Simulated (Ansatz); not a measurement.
Geometry optimisation, Ansatz 0.2.0, RKS B3LYP/def2-mTZVP.

The input (input.yaml):

```yaml
crystal:
  periodic: [false, false, false]
  atoms:
    - { symbol: Al, position_ang: [0.0, 0.0, 0.0] }
    - { symbol: "N", position_ang: [0.0, 0.0, 2.27] }
    - { symbol: H, position_ang: [-0.877, -0.2713, 2.8] }
    - { symbol: H, position_ang: [0.877, 0.2713, 2.8] }
    - { symbol: H, position_ang: [1.351, 0.0, -0.78] }
    - { symbol: H, position_ang: [-1.351, 0.0, -0.78] }
    - { symbol: Cl, position_ang: [-0.3164, 2.38, 0.7978] }
    - { symbol: H, position_ang: [-0.1701, 1.2795, 2.0062] }
basis:
  gaussian: { orbitals: def2-mTZVP }
hamiltonian:
  xc: b3lyp
relax:
  f_tol: 0.15
  max_steps: 25
  restrain:
    - { distance: [0, 6], at: 3.43, k: 30.0 }
    - { distance: [7, 1], at: 2.26, k: 30.0 }
    - { distance: [0, 1], at: 1.92, k: 30.0 }
    - { distance: [7, 6], at: 1.37, k: 30.0 }
```

Launched with:

```bash
$ ansatz run input.yaml --threads 2 --pin off --max-ram 3072MiB --backend cpu --events-out ev --progress --plain --runs-dir out
```

Problem. Where does it end, and by what steps?

Solution. The forces met the threshold. The restraints hold the end off the free minimum. After 6 steps the energy has fallen by 0.449 eV (the restraints' own energy left out); H8 moved furthest, 0.81 Å. Parted: Al1–Cl7 (2.53 → 3.43 Å).

| step | energy less start (eV) | largest force component (eV/Å) | accepted |
| --- | --- | --- | --- |
| 0 | 0.0000 | 2.912 | yes |
| 1 | 0.6109 | 1.982 | yes |
| 2 | 0.6889 | 1.748 | yes |
| 3 | 0.2535 | 1.437 | yes |
| 4 | -0.2725 | 1.131 | yes |
| 5 | -0.4354 | 1.347 | yes |
| 6 | -0.4493 | 1.339 | yes |

```xyz
8
Properties=species:S:1:pos:R:3
Al 0.036 -0.191 0.155
N 0.003 -0.153 2.030
H -0.800 -0.446 2.574
H 0.845 -0.243 2.584
H 1.425 -0.067 -0.577
H -1.369 -0.424 -0.517
Cl -0.348 3.110 1.006
H -0.277 2.073 1.859
```

Time of the run: 4.7 s on 2 threads of AMD EPYC 9R45 96-Core Processor (Zen 5), with other jobs on the host, peak memory 0.17 GiB.
